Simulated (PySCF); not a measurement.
# Core-level binding energies of thiohydroxylamine

Thiohydroxylamine, H₃NS.
SMILES with atom numbers: `[NH2:1][SH:2]`

Cartesian coordinates in Å at the GFN2-xTB level; atoms count from 1:
```xyz
5
H3NS angstrom
N     -0.5283    0.1958    0.1320
S      0.9441   -0.4837   -0.4380
H     -1.1841   -0.5459    0.3550
H     -0.9346    0.7866   -0.5861
H      1.7115    0.0502    0.5200
```

The calculation used PySCF 2.14.0, delta-SCF UKS SCAN, pcX-2 on the ionised atom, pcseg-1 elsewhere, spin-free X2C. Each binding energy is the total energy of the core-ionised species, with the hole localised on one atom, minus that of the ground state; both are solved self-consistently, so orbital relaxation is included.

Q: List the computed XPS lines with their assignment.

A: 
| atom(s) | bonded to | level | binding energy (eV) | count |
| --- | --- | --- | --- | --- |
| N1 | S and 2 H | N 1s | 405.90 | 1 |
| S2 | N and H | S 1s | 2478.19 | 1 |

Q: Which effective nuclear charge Zeff reproduces each element's mean 1s value in the hydrogen-like formula E = 13.606 eV × Zeff²?

A: N (Z = 7): mean 405.9 eV, Zeff = 5.46, Z − Zeff = 1.54; S (Z = 16): mean 2478.2 eV, Zeff = 13.50, Z − Zeff = 2.50. Means run over the listed sites, weighted by atom count.

Not every level is listed. Geometry: GFN2-xTB, one conformer, isolated molecule.

On Arm Neoverse V1, one thread (shared host), this took 3.7 s.
